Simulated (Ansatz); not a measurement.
hcp Ti, treated with r²SCAN0 (Ansatz, a program for electronic structure, plane waves, PAW).

Numerical settings: plane-wave cutoff 520 eV, 12×12×6 k mesh (along the axes of the cell as run), Fermi–Dirac smearing 0.05 eV, no spin polarisation, scalar-relativistic PAW data made under PBE.

Computed at the level's own relaxed cell.

Question: Predict the lattice constant a and c axis length.

Answer: 
lattice constant a: 2.920 Å
c axis length: 4.645 Å

Measured, for comparison: lattice constant a 2.950 Å, lattice parameter c 4.683 Å (293 K, no zero-point or thermal correction; as tabulated in Wikipedia's data pages). Computed (rounded) less measured: lattice constant a -1.0 %, lattice parameter c -0.8 %. A static lattice is as a rule a little smaller and stiffer than an uncorrected measurement, which narrows the difference in the lattice constant a, lattice parameter c and would widen misses of the other sign.

Computed values are for the static lattice.

Computing time: roughly 40 core-minutes.
